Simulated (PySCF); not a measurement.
All values below come from PySCF with PBE-D3(BJ)/def2-TZVP // TPSS-D3(BJ)/def2-SVP. Isolated molecules, 0 K electronic values unless said otherwise. 

Reference species (SMILES): `[C-]#[NH+]` (neutral, multiplicity 1).

```
Item             Result
-------------  --------
LUMO           -0.88 eV
dipole moment    3.11 D
```

Changed species: `CC#N` (free ligand CH3CN; the reference has free ligand CNH).

**Question.** Predict the effect on the LUMO and dipole moment.

**Answer.** the LUMO increases by 0.52 eV, to -0.36 eV; the dipole moment rises by 0.85 D, to 3.96 D.
